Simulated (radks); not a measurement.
# N³⁻ held by a Watson sphere

An exercise on one series of results from a longer session: the logs are not shown, and one member is left open.

Method: non-relativistic Kohn-Sham, PBEsol, spin-polarised, spherical densities, point nucleus. Code: radks (a radial shooting solver on a logarithmic mesh, Libxc functionals) version 1.

## Starting point

```
element       : nitrogen (Z = 7)
charge        : -3
electrons     : 10
configuration : [Ne]
```

Outer shells as boxes (Hund's rule):

N³⁻
```
[He] core
2s [↑↓]
2p [↑↓][↑↓][↑↓]
```

The first run:

The run's settings:

```text
Z 7
configuration [Ne]
relativity non-relativistic
functional pbe_sol,pbe_sol
spin polarised
nucleus point
watson charge 3 radius 1.63 bohr
response adiabatic LDA kernel
```

Among the steps run: R = 1.63 bohr; R = 2.16 bohr; R = 2.35 bohr; R = 2.65 bohr; R = 2.88 bohr; R = 3.18 bohr; R = 3.39 bohr; R = 3.6 bohr; R = 3.7 bohr.

One of the session's tables, all rows but one given; the rest of the session is left out.

```
R (bohr)  highest level (eV)  its <r> (bohr)  sum of <r²> (bohr²)  α (bohr³)
    1.63              -8.868           1.593                24.19      13.25
    2.16              -6.949           1.817                31.13      24.57
    2.35              -6.372           1.895                33.75      30.48
    2.65              -5.578           2.016                38.09      42.56
    2.88              -5.059           2.108                41.60      54.61
    3.18                   ?               ?                    ?          ?
    3.39              -4.147           2.313                50.10      92.47
     3.6              -3.851           2.397                53.91      113.5
     3.7              -3.724           2.436                55.79      124.7
```

**Question.** Estimate the row for R (bohr) = 3.18.

Worked estimate for «highest level (eV)». A straight line through the neighbours (2.88, -5.059) and (3.39, -4.147) gives -5.059 + (-4.147 + 5.059) × (3.18 − 2.88) / (3.39 − 2.88) = -4.523; a parabola fitted to 4 rows on both sides gives -4.485.

**Answer.** highest level (eV): -4.486; its <r> (bohr): 2.229; sum of <r²> (bohr²): 46.47; α (bohr³): 74.80. In «highest level (eV)» the line misses by -0.037 and the parabola by +0.001.

From R = 1.63 to 3.7 bohr the top level moves from -8.868 to -3.724 eV and its mean radius from 1.59 to 2.44 bohr. A wider sphere makes a shallower well, so the ion swells. Response by self-consistent Sternheimer equations with the Hartree and adiabatic LDA kernel.
